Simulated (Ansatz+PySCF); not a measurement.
The numbers below are computed, except where a source is named.
## Several solutions for singlet CO

```csv
atom,x (Å),y (Å),z (Å)
C,0.0000,0.0000,-1.2570
O,0.0000,0.0000,0.9427
```

Basis set: STO-3G (spherical functions). Charge 0, multiplicity 1.

PBE0 (unrestricted) was run from several starts with Ansatz (development build ahead of 0.2.0) and PySCF 2.14.0.

```json
{"run": "A", "program": "Ansatz", "start": "stability test followed", "converged": "yes", "energy (hartree)": "-111.31932", "<S²>": "1.82"}
{"run": "B", "program": "PySCF", "start": "program defaults", "converged": "yes", "energy (hartree)": "-111.21039", "<S²>": "0.00"}
{"run": "C", "program": "Ansatz", "start": "search for the lowest state", "converged": "yes", "energy (hartree)": "-111.31932", "<S²>": "1.82"}
{"run": "D", "program": "Ansatz", "start": "atomic start, no search", "converged": "yes", "energy (hartree)": "-111.31932", "<S²>": "1.82"}
```

Question: Which runs reached the lowest solution of this kind, and what is wrong with the others?

Answer: A, C, D reached the lowest solution found. Converged but too high: B by 2.96 eV. Convergence only shows a stationary point, and even a stable one can lie too high; stability tests and further starts are what find lower ones. Caution: the unrestricted determinant is a mixture of spin states.
